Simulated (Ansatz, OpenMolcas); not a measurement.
Computed against measured: atomisation enthalpy at 298 K

8 molecules with nitrogen; the atomisation enthalpy at 298 K in kJ/mol, computed less measured. Shapes, held fixed at every level: PBE0-D4/def2-TZVP. Flexible molecules stand in one conformer, not always the lowest. Thermal terms are harmonic and unscaled (PBE0-D4/def2-TZVP); the spin-orbit lowering of the free atoms is taken from their spectra. Programs: Ansatz 0.2.0, OpenMolcas 26.06. Measured values: Active Thermochemical Tables, CRC Handbook of Chemistry and Physics.

Levels: A = HF/STO-3G; B = SPW92/def2-TZVPP; C = r2SCAN-D4/def2-TZVPP; D = r2SCAN0-D4/def2-TZVPP; E = CCSD(T)/def2-SVP.

```json
{"molecule": "HOCN (SMILES N#CO)", "from tabulated heats": "1671", "A": "-880", "B": "+354", "C": "-8", "D": "-83", "E": "-121"}
{"molecule": "HNO3 (SMILES O=NOO)", "from tabulated heats": "1451", "A": "-1227", "B": "+569", "C": "+33", "D": "-124", "E": "-188"}
{"molecule": "CH5N (methylamine)", "from tabulated heats": "2300", "A": "-388", "B": "+325", "C": "-15", "D": "-43", "E": "-139"}
{"molecule": "C3H5N (propanenitrile)", "from tabulated heats": "3661", "A": "-657", "B": "+531", "C": "-15", "D": "-79", "E": "-173"}
{"molecule": "C3H5N (isocyanoethane)", "from tabulated heats": "3571", "A": "-660", "B": "+528", "C": "-19", "D": "-79", "E": "-172"}
{"molecule": "CH6N2 (SMILES CNN)", "from tabulated heats": "2875", "A": "-717", "B": "+485", "C": "-23", "D": "-74", "E": "-206"}
{"molecule": "C2H7N (SMILES CCN)", "from tabulated heats": "3480", "A": "-442", "B": "+494", "C": "-10", "D": "-48", "E": "-179"}
{"molecule": "C2H7N (dimethylamine)", "from tabulated heats": "3448", "A": "-421", "B": "+495", "C": "-11", "D": "-49", "E": "-176"}
```

(1) Sum up the errors.

Results:

(1) 
| level | kind | mean error | mean absolute error | worst case |
| --- | --- | --- | --- | --- |
| HF/STO-3G | Hartree–Fock | -674.0 | 674.0 | HNO3 |
| SPW92/def2-TZVPP | LDA | +472.6 | 472.6 | HNO3 |
| r2SCAN-D4/def2-TZVPP | meta-GGA | -8.5 | 16.8 | HNO3 |
| r2SCAN0-D4/def2-TZVPP | global hybrid | -72.4 | 72.4 | HNO3 |
| CCSD(T)/def2-SVP | coupled cluster or CI | -169.2 | 169.2 | CH6N2 |

On this set r2SCAN-D4/def2-TZVPP has the smallest mean absolute error and HF/STO-3G the largest. HF/STO-3G is too low in 8 of 8; SPW92/def2-TZVPP is too high in 8 of 8; r2SCAN-D4/def2-TZVPP is too low in 7 of 8; r2SCAN0-D4/def2-TZVPP is too low in 8 of 8; CCSD(T)/def2-SVP is too low in 8 of 8. Hartree–Fock lacks correlation and underbinds. Rows in very small basis sets show the basis more than the method. Correlated wave functions converge slowly with the basis. T1 is large for HNO3 (0.025), so single-reference values are less sure there. The set is small.
